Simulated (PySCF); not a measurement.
**The electron affinity along the second row**

Calculated with PySCF 2.14 from differences of total energies of unrestricted determinants, without spin-orbit coupling. Values in eV. The last column holds reference values (measured affinities from photodetachment; the arrow runs from anion to atom). Unmarked ones compare directly (S terms, centres of terms, or small fine structure); those marked * lie between the lowest fine-structure levels and include a spin-orbit shift.

| element | configurations | MP2 (valence and next inner shell) | CCSD(T) (valence and next inner shell) | MP2 (valence) | CCSD (valence) | CCSD(T) (valence) | PBE0 | reference |
| --- | --- | --- | --- | --- | --- | --- | --- | --- |
| Li (aug-cc-pCVTZ-DK with one added diffuse shell each of s, p, d, f type, spin-free X2C) | [He] 2s2 → [He] 2s1 | 0.358 | 0.614 | 0.355 | 0.615 | 0.615 | n/a | 0.618 |
| B (aug-cc-pCVTZ-DK with one added diffuse shell each of s, p, d, f type, spin-free X2C) | [He] 2s2 2p2 → [He] 2s2 2p1 | 0.210 | 0.241 | 0.211 | 0.172 | 0.239 | 0.506 | 0.280 |
| O (aug-cc-pCVTZ-DK with one added diffuse shell each of s, p, d, f type, spin-free X2C) | [He] 2s2 2p5 → [He] 2s2 2p4 | 1.434 | 1.353 | 1.431 | 1.192 | 1.349 | 1.404 | 1.461 |
| F (aug-cc-pCVTZ-DK with one added diffuse shell each of s, p, d, f type, spin-free X2C) | [Ne] → [He] 2s2 2p5 | 3.652 | 3.326 | 3.646 | 3.151 | 3.320 | 3.243 | 3.401 |

**Question.** Fill in the row of C (aug-cc-pCVTZ-DK with one added diffuse shell each of s, p, d, f type, spin-free X2C) ([He] 2s2 2p3 → [He] 2s2 2p2).

**Answer.** MP2 (valence and next inner shell) 1.269; CCSD(T) (valence and next inner shell) 1.227; MP2 (valence) 1.266; CCSD (valence) 1.149; CCSD(T) (valence) 1.222; PBE0 1.425; reference 1.262 (eV).

The highest occupied level of the anion is positive for Li⁻ at PBE0; B⁻ at PBE0; C⁻ at PBE0; O⁻ at PBE0, so there the basis helps to hold the electron.

"Valence" correlates the outer s and p shells and, in groups 3 to 12 and the f block, the outer d or f shell, open or full, or the next shell where the ion has no valence electron left; the wider scheme adds the next inner shell.
